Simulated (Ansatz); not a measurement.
System: hcp Mg. Method: PBEsol (PAW; Ansatz, an electronic-structure program).

Numerical settings: plane-wave cutoff 520 eV, 16×16×10 k mesh (along the axes of the cell as run), Fermi–Dirac smearing 0.1 eV, perturbation theory, force constants from a 4×4×2 q mesh, scalar-relativistic PAW data made under PBE.

Computed at the level's own relaxed cell. Harmonic vibrational thermodynamics at fixed volume:

```tsv
T (K)	S_vib (J/K per mol of atoms)	C_V (J/K per mol of atoms)	F_vib (eV/atom)
0	0.00	0.00	0.0319
300	31.68	23.49	-0.0163
400	38.54	24.11	-0.0528
600	48.42	24.57	-0.1436
700	52.21	24.67	-0.1958
800	55.51	24.73	-0.2517
1000	61.04	24.81	-0.3727
```

The crystal is taken as a harmonic solid at every temperature: melting, phase changes and thermal expansion are not seen, nor the electrons' share in a metal.
